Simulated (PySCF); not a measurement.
C5H5F.
Z-matrix (Å and degrees, PBE0-D3(BJ)/def2-SVP geometry), rows numbered from 1:
```
C 
C   1  1.3332
C   2  1.4760  1  150.62
C   3  1.4691  2  145.35  1    -0.24
C   3  1.3162  2   60.56  1  -179.93
F   5  1.3027  2  147.64  3  -179.77
H   1  1.0910  2  120.56  3   179.96
H   1  1.0910  2  120.82  3    -0.10
H   4  1.1016  3  110.08  2   -58.84
H   4  1.0982  3  111.68  2  -179.96
H   4  1.1015  3  110.12  2    58.88
```

The closed-shell ground state was solved at several levels (PySCF, density fitting, gas phase, non-relativistic).

```json
{"level": "B3LYP/def2-SVPD", "basis functions": "163", "HOMO (eV)": "-5.78", "LUMO (eV)": "-0.19", "gap (eV)": "5.59", "dipole (D)": "2.45"}
{"level": "B97-2/pcSseg-2", "basis functions": "286", "HOMO (eV)": "-5.71", "LUMO (eV)": "0.04", "gap (eV)": "5.75", "dipole (D)": "2.49"}
{"level": "PBE0/pcSseg-1", "basis functions": "127", "HOMO (eV)": "-5.93", "LUMO (eV)": "0.15", "gap (eV)": "6.08", "dipole (D)": "2.39"}
```

(1) Estimate the row for B3LYP/pcJ-1, a basis of 212 functions; the other rows only guide the guess.

(2) Over all these levels, which gives the widest orbital gap and which the narrowest?

(3) How far do the dipole and the HOMO energy spread over the levels?

## Answers

(1) HOMO -5.72 eV, LUMO -0.09 eV, gap 5.63 eV, dipole 2.36 D.

(2) PBE0/pcSseg-1 (global hybrid, 25 % exact exchange) has the widest, 6.08 eV, and B3LYP/def2-SVPD (global hybrid, 20 % exact exchange) the narrowest, 5.59 eV. Functional and basis both differ between the two, so the spread mixes both effects.

(3) The dipole runs from 2.36 to 2.49 D (mean 2.42 D) and the HOMO from -5.93 to -5.71 eV.
